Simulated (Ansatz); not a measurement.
**Barium, bcc under r²SCAN: testing the cold (Marzari-Vanderbilt) smearing**

A convergence test of the cold (Marzari-Vanderbilt) smearing width. The geometry was relaxed under r²SCAN beforehand and stays fixed; 7 values are run, from 0.01 to 1.0 eV. Wanted are the values from which on the energy stays within 10 and 1 meV/atom, and the pressure within 0.5 GPa, of the narrowest run. Within the series other settings stay, but some runs also write fields, which adds to their time. Spin polarisation is left out.

Computed with Ansatz 0.2.0 (DFT r²SCAN, plane waves with PAW, scalar-relativistic, unless a step says otherwise).

### Step 1. The starting structure

It takes space group Im-3m (No. 229, cubic). Conventional cell: a = 5.074 Å, b = 5.074 Å, c = 5.074 Å, α = 90.00°, β = 90.00°, γ = 90.00°. Ba (site symmetry m-3m) is surrounded by 8 Ba at 4.39 Å.

As a file:

```
CELL_PARAMETERS angstrom
-2.53679 2.53679 2.53679
2.53679 -2.53679 2.53679
2.53679 2.53679 -2.53679
ATOMIC_POSITIONS crystal
Ba 0.00000 0.00000 0.00000
```

### Step 2. Run at 0.01 eV

The run at 0.01 eV.

Input file input.yaml:

```yaml
crystal:
  lattice:
    - [-2.5367939014, 2.5367939014, 2.5367939014]
    - [2.5367939014, -2.5367939014, 2.5367939014]
    - [2.5367939014, 2.5367939014, -2.5367939014]
  atoms:
    - { symbol: Ba, position: [0.0, 0.0, 0.0] }
hamiltonian:
  xc: r2scan
  pseudopotentials:
    kind: paw
    azcp:
      Ba: "pseudopotentials/Ba.paw.azcp"
basis:
  ecutwfc: 500
  fft_grid_basis: typed
kpoints:
  mp_grid: { grid: [9, 9, 9], shift: [0, 0, 0] }
magnetization:
  spin_polarized: false
scf:
  occupations: { method: cold, width: 0.01 }
  lower_state_search: "off"
output:
  stress: true
```

The run is started by

```bash
$ ansatz run input.yaml --threads 2 --pin off --max-ram 5120MiB --backend cpu --events-out ev --progress --plain --runs-dir out
```

### Step 3. Run at 0.03 eV

The run at 0.03 eV.

input.yaml, as its differences from that of step 2:

```diff
@@ -21,3 +21,3 @@
 scf:
-  occupations: { method: cold, width: 0.01 }
+  occupations: { method: cold, width: 0.03 }
   lower_state_search: "off"
```

### Step 4. Run at 0.1 eV

The run at 0.1 eV.

input.yaml, as its differences from that of step 3:

```diff
@@ -21,3 +21,3 @@
 scf:
-  occupations: { method: cold, width: 0.03 }
+  occupations: { method: cold, width: 0.1 }
   lower_state_search: "off"
```

### Step 5. Run at 0.2 eV

The run at 0.2 eV.

input.yaml, as its differences from that of step 4:

```diff
@@ -21,3 +21,3 @@
 scf:
-  occupations: { method: cold, width: 0.1 }
+  occupations: { method: cold, width: 0.2 }
   lower_state_search: "off"
```

### Step 6. Run at 0.3 eV

The run at 0.3 eV.

input.yaml, as its differences from that of step 5:

```diff
@@ -21,3 +21,3 @@
 scf:
-  occupations: { method: cold, width: 0.2 }
+  occupations: { method: cold, width: 0.3 }
   lower_state_search: "off"
@@ -25 +25,5 @@
   stress: true
+  write_density: true
+  write_potential: true
+  elf: true
+  volumetric_format: npy
```

### Step 7. Run at 0.6 eV

The run at 0.6 eV.

input.yaml, as its differences from that of step 6:

```diff
@@ -21,3 +21,3 @@
 scf:
-  occupations: { method: cold, width: 0.3 }
+  occupations: { method: cold, width: 0.6 }
   lower_state_search: "off"
@@ -25,5 +25 @@
   stress: true
-  write_density: true
-  write_potential: true
-  elf: true
-  volumetric_format: npy
```

### Step 8. Run at 1.0 eV

The run at 1.0 eV.

input.yaml, as its differences from that of step 7:

```diff
@@ -21,3 +21,3 @@
 scf:
-  occupations: { method: cold, width: 0.6 }
+  occupations: { method: cold, width: 1.0 }
   lower_state_search: "off"
@@ -25 +25,5 @@
   stress: true
+  write_density: true
+  write_potential: true
+  elf: true
+  volumetric_format: npy
```

(Steps that only read results are left out.)

What does the calculation give?

The runs gave:

| quantity | value |
| --- | --- |
| E(σ → 0) stays within 10 meV/atom of 0.01 eV | up to 0.3 eV |
| E(σ → 0) stays within 1 meV/atom | up to 0.03 eV |
| pressure stays within 0.5 GPa | up to 1.0 eV |
| pressure at 0.01 eV | -0.01 GPa |
| energy of a separate run on a finer mesh (14×14×14) | +0.6 meV/atom from 0.01 eV |

What this shows: At 1.0 eV the energy differs by +27.2 meV/atom and the pressure by +0.4 GPa. The free energy F moves by -63.7 meV/atom over the range, and the estimate for σ → 0 by +27.2. This scheme cancels the term in the square of the width, so F moves little up to 0.2 eV. The mesh (9×9×9) is fixed, so the narrowest widths carry a k-point error of their own. A run on a finer mesh agrees with the yardstick to 1 meV/atom. The cell taken over is 4 % larger than the measured one (62.50 Å³/atom, COD).
